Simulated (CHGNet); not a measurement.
**A-type hexagonal La2O3**

Method: the machine-learned potential CHGNet-r²SCAN (trained on r²SCAN data).

Cell (relaxed at this level):

```cif
data_La2O3
_chemical_formula_sum 'La2 O3'
_space_group_name_H-M_alt 'P 1'
_space_group_IT_number 1
_cell_length_a 3.93006
_cell_length_b 3.93006
_cell_length_c 6.11158
_cell_angle_alpha 90.000
_cell_angle_beta 90.000
_cell_angle_gamma 120.000
loop_
_space_group_symop_operation_xyz
  'x, y, z'
loop_
_atom_site_label
_atom_site_type_symbol
_atom_site_fract_x
_atom_site_fract_y
_atom_site_fract_z
_atom_site_occupancy
La1 La 0.33333 0.66667 0.24594 1
La2 La 0.66667 0.33333 0.75406 1
O1 O 0.00000 0.00000 0.00000 1
O2 O 0.33333 0.66667 0.64804 1
O3 O 0.66667 0.33333 0.35196 1
```

```yaml
lattice_constant_a: 3.930 Å
c axis length: 6.112 Å
volume_per_atom: 16.35 Å³/atom
```

Measured, for comparison: lattice constant a 3.934 Å (300 K, no zero-point or thermal correction, our sources range from 3.934 to 3.940; as tabulated in Santana et al. (2016), arXiv:1608.06321); lattice parameter c 6.13 Å (temperature not stated, no zero-point or thermal correction; as tabulated in Rustad et al. (2011), arXiv:1107.4261); equilibrium volume per atom 16.44 Å³/atom (room temperature, no zero-point or thermal correction, equation of state from high-pressure X-ray diffraction; as tabulated in Ibáñez et al. (2020), arXiv:2005.12956). Computed (rounded) less measured: lattice constant a -0.1 % (-0.1 % to -0.3 % over the range), lattice parameter c -0.3 %, equilibrium volume per atom -0.5 %. A static lattice is as a rule a little smaller and stiffer than an uncorrected measurement, which narrows the difference in the equilibrium volume per atom and would widen misses of the other sign.

A machine-learned potential is trained on density-functional data: it inherits that level's misses and adds fitting errors of its own.

Note: the model gives imaginary modes for this phase (in the spectrum interpolated from a supercell).
